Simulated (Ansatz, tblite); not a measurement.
# The cluster ReS2: rung by rung

How do method and basis change the picture of the cluster ReS2 (doublet)?

Computed with Ansatz 0.2.0, Gaussian basis. Level: as each input shows.

Levels to be run: GFN1-xTB, GFN2-xTB, PBE-D4/def2-TZVP, r2SCAN-D4/def2-TZVP, B3LYP-D4/def2-TZVP, ωB97X-V/def2-TZVP, HSE06-D4/def2-TZVP, BHLYP-D4/def2-TZVP, BLYP-D4/def2-TZVP, CAM-B3LYP-D4/def2-TZVP, LC-ωPBE/def2-TZVP, LC-ωPBE(0.10)/def2-TZVP, LC-ωPBE(0.15)/def2-TZVP, LC-ωPBE(0.20)/def2-TZVP, LC-ωPBE(0.30)/def2-TZVP, PBE-D4/def2-SVP, PBE0-D4/def2-SVP, PBE0-D4/def2-TZVPD, PBE-D4/def2-TZVPD, r2SCAN-D4/def2-TZVPD, CCSD(T)/def2-TZVPP, MP2/def2-TZVP, RPA/def2-TZVP, MP2/def2-QZVPP, CCSD(T)/def2-TZVPD.

## (1) The structure

The doublet was relaxed beforehand with PBE0-D4/def2-TZVP. At that level it is the lowest of the isomers that a small search found.

3 atoms, charge 0, spin multiplicity 2.

Bond lengths: Re1–S2 2.073 Å, Re1–S3 2.073 Å. Angles: S2–Re1–S3 117.1°.

Re takes a core potential in the def2 sets. No spin-orbit coupling is included.

PBE0-D4/def2-TZVP was run before; its log isn't repeated, and its numbers join the tables.

## (2) GFN1-xTB

Tight binding, by tblite at 300 K electronic temperature and without a spin-polarisation term:

```python
tblite.interface.Calculator('GFN1-xTB', numbers, positions, charge=0, uhf=1).singlepoint()
```

Energy -262.7873 eV; 0.004 s.

## (3) GFN2-xTB

Tight binding, by tblite at 300 K electronic temperature and without a spin-polarisation term:

```python
tblite.interface.Calculator('GFN2-xTB', numbers, positions, charge=0, uhf=1).singlepoint()
```

Energy -264.5138 eV; 0.003 s.

## (4) PBE-D4/def2-TZVP

start.molden holds the orbitals of an earlier run on this state, given as this run's starting guess.

in.yaml

```yaml
crystal:
  periodic: [false, false, false]
  atoms:
    - {symbol: Re, position_ang: [-0.698006, 0.181282, 0.016998]}
    - {symbol: S, position_ang: [-0.095252, -1.770608, -0.334534]}
    - {symbol: S, position_ang: [0.793258, 1.589325, 0.317526]}
basis:
  gaussian: {orbitals: def2-TZVP, initial_orbitals: start.molden}
magnetization: {spin_polarized: true, initial_magnetization: 1}
hamiltonian: {xc: pbe, dispersion: d4}
scf: {omitted_lower_state_checks: [starts]}
output: {orbitals: {seedname: orbitals}}
```

Command:

```bash
ansatz run in.yaml --threads 2 --pin off --events-out ev --progress --plain --max-ram 4352MiB
```

The runs that follow: r2SCAN-D4/def2-TZVP; B3LYP-D4/def2-TZVP; ωB97X-V/def2-TZVP; HSE06-D4/def2-TZVP; BHLYP-D4/def2-TZVP; BLYP-D4/def2-TZVP; CAM-B3LYP-D4/def2-TZVP; LC-ωPBE/def2-TZVP; LC-ωPBE(0.10)/def2-TZVP; LC-ωPBE(0.15)/def2-TZVP; LC-ωPBE(0.20)/def2-TZVP; LC-ωPBE(0.30)/def2-TZVP; PBE-D4/def2-SVP; PBE0-D4/def2-SVP; PBE0-D4/def2-TZVPD; PBE-D4/def2-TZVPD; r2SCAN-D4/def2-TZVPD; CCSD(T)/def2-TZVPP; MP2/def2-TZVP; RPA/def2-TZVP; MP2/def2-QZVPP; CCSD(T)/def2-TZVPD.

Q: Predict the results of all the runs planned. Wanted: gap in def2-TZVP, named functionals, smallest and largest; gap over the ω; correlation energy, CCSD(T)/def2-TZVPP; correlation energy, MP2/def2-TZVP; correlation energy, MP2/def2-QZVPP; correlation energy, CCSD(T)/def2-TZVPD; binding an atom, functionals in def2-TZVP; ⟨S²⟩ in def2-TZVP, named functionals, smallest and largest; PBE0 total energy, smallest basis above largest.

The runs gave:

| quantity | value |
| --- | --- |
| gap in def2-TZVP, named functionals, smallest and largest | 0.51 eV (BLYP-D4), 7.68 eV (LC-ωPBE) |
| gap over the ω (1/bohr) | 3.45 eV at 0.1, 5.53 eV at 0.2 |
| correlation energy, CCSD(T)/def2-TZVPP | -23.67 eV |
| correlation energy, MP2/def2-TZVP | -19.50 eV |
| correlation energy, MP2/def2-QZVPP | -24.65 eV |
| correlation energy, CCSD(T)/def2-TZVPD | -21.00 eV |
| binding an atom, functionals in def2-TZVP | 2.31 (BHLYP-D4) to 3.21 eV (PBE-D4) |
| ⟨S²⟩ in def2-TZVP, named functionals, smallest and largest | 1.253, 1.581 |
| PBE0 total energy, smallest basis above largest | 7.95 eV (def2-SVP, def2-TZVPD) |

What this shows: Orbital gaps of the named functionals in def2-TZVP span 0.51 eV (BLYP-D4) to 7.68 eV (LC-ωPBE); exact exchange widens it. Raising the ω (1/bohr) from 0.1 to 0.2 moves the HOMO by -1.14 eV and the LUMO by +0.94 eV. Over the named functionals in def2-TZVP spin contamination reaches 0.83 (LC-ωPBE), and every level is far from pure, so all describe a mixture with higher spin. Notes on CCSD(T)/def2-TZVPP: large T1 diagnostic, spin contamination, state flagged by the program.
